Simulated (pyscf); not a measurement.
CH₄ + H₂C=N• → H₃C–CH₂–N: [triplet] + H•, a substitution at C (doublet surface; C–H broken, C–C formed). Single points on ωB97X-D3(BJ)/def2-SVP structures (PySCF, gas phase). Energies in kcal/mol from the separated reactants.

GFN2-xTB: tblite. Open shells are spin-unrestricted. 

Problem. Quick GFN2-xTB single points give ΔE‡ = 73.2 kcal/mol and ΔE = +59.6 kcal/mol. What does ωB97M-D3(BJ)/def2-TZVP give, and how far is the quick result from it?

Solution. ωB97M-D3(BJ)/def2-TZVP gives ΔE‡ = 99.7 kcal/mol and ΔE = +83.3 kcal/mol. GFN2-xTB lies 26.5 kcal/mol under it in the barrier and 23.7 kcal/mol under it in the reaction energy, so on this step it does not hold to within 3.0 kcal/mol. ωB97M-D3(BJ)/def2-TZVP has limits of its own. The same reactants have a lower exit, to HC≡N + H• + CH₄ (no saddle counted: cutting one bond, which may have a small barrier of its own, costs +32.0 kcal/mol at ωB97M-D3(BJ)/def2-TZVP, against +99.7 kcal/mol here). H₃C–CH₂–N: [triplet] lies 58.8 kcal/mol over its isomer H₃C–CH=NH (electronic energy, ωB97M-D3(BJ)/def2-TZVP). One saddle was located; it need not be the lowest between these sides. The angle at the attacked C is 176°. An unrestricted DFT solution here is markedly spin-contaminated.
